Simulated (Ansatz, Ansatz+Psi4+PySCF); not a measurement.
```
atom    x (Å)    y (Å)    z (Å)
   N   0.0000   0.6940  -0.0777
   N   0.0000  -0.6940  -0.0777
   H   0.2111   1.0677   0.8479
   H  -0.9482   0.9800  -0.3041
   H  -0.2111  -1.0677   0.8479
   H   0.9482  -0.9800  -0.3041
```

Basis set: cc-pVTZ (spherical functions). Left uncorrelated: 2 orbitals. Charge 0, multiplicity 1.

Computed with Ansatz (development build ahead of 0.2.0); each method stands on the lowest determinant of its kind that the runs found. Restricted open shells among the atoms or ions are ROHF, correlated in semicanonical orbitals with singles.

Question: Give the atomization energy at this shape (free ground-state atoms in the same class of orbitals less the molecule, no zero-point energy) of singlet N₂H₄ by RHF-CCSD(T), RHF-MP2, RHF.

Answer:

| method | atomization energy |
| --- | --- |
| RHF-CCSD(T) | 18.18 eV |
| RHF-MP2 | 18.25 eV |
| RHF | 11.67 eV |
